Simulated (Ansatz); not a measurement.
## Basis or method: vertical ionisation to the triplet of Al–CH₂

Al–CH2, doublet; coordinates (Å): Al 0.000 0.000 0.705; C 0.000 0.000 -1.266; H 0.000 -0.896 -1.894; H 0.000 0.896 -1.894. Quantity: vertical ionisation to the triplet.

Ansatz 0.2.0, basis 6-31G or cc-pVDZ; geometries are PBE0/def2-TZVP minima. Wave-function levels freeze the cores; HF, MP2 and coupled cluster are restricted for singlets and unrestricted otherwise, Kohn–Sham unrestricted where that lies lower. The reference is CCSDT(Q) or full CI (coupled cluster only where its series has nearly closed). Semilocal and hybrid functionals correlate all electrons outside any core potential and usually lie nearer their basis limit than the reference, so part of their error here is the reference's basis and frozen-core error; RPA and the MP2 part of double hybrids freeze the same cores as the reference. None of these values is a measured one. Energies are electronic, without zero-point terms. No spin–orbit coupling and no scalar relativity. The species are chosen: bound, without strong static correlation by their natural occupations or amplitudes, in their lowest spin state as far as vertical gaps and like structures tell, with only the lowest ion state computed, and with a ladder that closes on the reference, so errors are smaller than for species at large; levels whose determinant breaks symmetry or spin markedly are left out.

| level | 6-31G (eV) | cc-pVDZ (eV) |
| --- | --- | --- |
| reference | 7.363 (full CI) | 7.854 (CCSDT(Q)) |
| MP2 | 7.257 | 7.641 |
| CCSD(T) | 7.364 | 7.855 |
| PBE | 7.783 | 7.846 |
| r2SCAN | 7.686 | 7.756 |
| B3LYP | 7.920 | 7.979 |
| wB97M-V | 7.895 | 7.957 |
| B2PLYP | 7.665 | 7.833 |

From 6-31G to cc-pVDZ the reference moves by 0.491 eV and PBE by 0.063; the step from CCSD(T) to the reference is -0.001 in the first and -0.001 in the last.
